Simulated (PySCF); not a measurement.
# Bond curve of LiH

Set-up: PySCF, no relativity, basis sets Li STO-3G, H STO-3G. Energies in eV from Li + H in their ground configurations at the same level. State: ¹Σ⁺ (singlet), closed shell.

All columns are PBE0. A positive dipole means Li(−)H(+).

```
R (Å)  E (eV)  μ (D)  Mulliken charge on Li (basis-dependent)  HOMO (eV)  LUMO (eV)  Mayer bond order  ⟨S²⟩
1.314  -2.833  -4.76                                    -0.02      -5.38       0.09              1.00  0.00
1.375  -2.984  -4.76                                    -0.02      -5.31       0.10              1.00  0.00
1.436  -3.074  -4.76                                    -0.02      -5.23       0.10              1.00  0.00
1.482  -3.110  -4.76                                    -0.02      -5.17       0.09              1.00  0.00
1.528  -3.121  -4.76                                    -0.02      -5.10       0.09              1.00  0.00
1.574  -3.112  -4.76                                    -0.02      -5.03       0.08              1.00  0.00
1.635  -3.071  -4.77                                    -0.02      -4.94       0.07              1.00  0.00
1.711  -2.984  -4.77                                    -0.02      -4.82       0.05              1.00  0.00
1.803  -2.836  -4.78                                    -0.01      -4.67       0.01              1.00  0.00
1.925  -2.586  -4.80                                    -0.01      -4.48      -0.05              1.00  0.00
```

A fit through these points gives, at Re = 1.529 Å, μ = -4.76 D and dμ/dR = -0.0322 D/Å; the reduced mass is 0.8812 u.

**Question.** How strong is the fundamental in the double-harmonic approximation, I = 42.26·(dμ/dR)²/μred km/mol?

**Answer.** I = 42.26·(-0.0322)²/0.8812 = 0.0497 km/mol at PBE0.

STO-3G is very small, so such numbers show the basis as much as the molecule.
